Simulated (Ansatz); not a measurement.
# C2H8FN3: the cost of one run

Program: Ansatz 0.2.0. Level of theory: RKS PBE0/6-31G*. These are calculated values, not measurements.

## Step 1: The structure to begin with

Bond lengths: N1–C2 1.404 Å, C2–N3 1.390 Å, C2–N4 1.443 Å, N4–C5 1.489 Å, C5–F6 1.382 Å, N1–H7 0.983 Å, N1–H8 1.000 Å, C2–H9 1.137 Å, N3–H10 1.051 Å, N3–H11 1.046 Å, N4–H12 0.996 Å, C5–H13 1.130 Å, C5–H14 1.084 Å. Angles (14 of 21 angles, heavy atoms first): N1–C2–N3 98.6°, N1–C2–N4 110.7°, N3–C2–N4 101.4°, C2–N4–C5 106.8°, N4–C5–F6 107.9°, N1–C2–H9 116.8°, N3–C2–H9 112.3°, N4–C2–H9 114.8°, C2–N1–H7 108.4°, C2–N1–H8 105.0°, C2–N3–H10 105.8°, C2–N3–H11 108.9°, C2–N4–H12 104.3°, C5–N4–H12 104.8°.

As a file:

```xyz
14

N    -0.7006   -1.3109   -0.3769
C     0.0953   -0.4206    0.3615
N     1.2839   -1.1411    0.3449
N     0.4484    0.7293   -0.4362
C    -0.6740    1.7002   -0.3124
F    -0.6901    2.1665    0.9880
H    -1.0023   -2.0291    0.2229
H    -0.0858   -1.6986   -1.0637
H    -0.2491   -0.1808    1.4179
H     2.0446   -0.4417    0.5346
H     1.3307   -1.7370    1.2031
H     0.3985    0.4012   -1.3749
H    -1.7205    1.3535   -0.5614
H    -0.4919    2.5798   -0.9185
```

## Step 2: End point A

Input file input.yaml:

```yaml
crystal:
  periodic: [false, false, false]
  atoms:
    - { symbol: "N", position_ang: [-0.7006, -1.3109, -0.3769] }
    - { symbol: C, position_ang: [0.0953, -0.4206, 0.3615] }
    - { symbol: "N", position_ang: [1.2839, -1.1411, 0.3449] }
    - { symbol: "N", position_ang: [0.4484, 0.7293, -0.4362] }
    - { symbol: C, position_ang: [-0.674, 1.7002, -0.3124] }
    - { symbol: F, position_ang: [-0.6901, 2.1665, 0.988] }
    - { symbol: H, position_ang: [-1.0023, -2.0291, 0.2229] }
    - { symbol: H, position_ang: [-0.0858, -1.6986, -1.0637] }
    - { symbol: H, position_ang: [-0.2491, -0.1808, 1.4179] }
    - { symbol: H, position_ang: [2.0446, -0.4417, 0.5346] }
    - { symbol: H, position_ang: [1.3307, -1.737, 1.2031] }
    - { symbol: H, position_ang: [0.3985, 0.4012, -1.3749] }
    - { symbol: H, position_ang: [-1.7205, 1.3535, -0.5614] }
    - { symbol: H, position_ang: [-0.4919, 2.5798, -0.9185] }
basis:
  gaussian: { orbitals: "6-31G*" }
hamiltonian:
  xc: pbe0
relax:
  f_tol: 0.015
  max_steps: 40
output:
  orbitals: {}
```

Command:

```console
> ansatz run input.yaml --threads 2 --pin off --max-ram 3072MiB --backend cpu --events-out ev --progress --plain --runs-dir out
```

Q: Estimate wall time and peak memory on 2 threads of Arm Neoverse N1, shared host.

About 79 s, with a peak of 0.24 GiB.
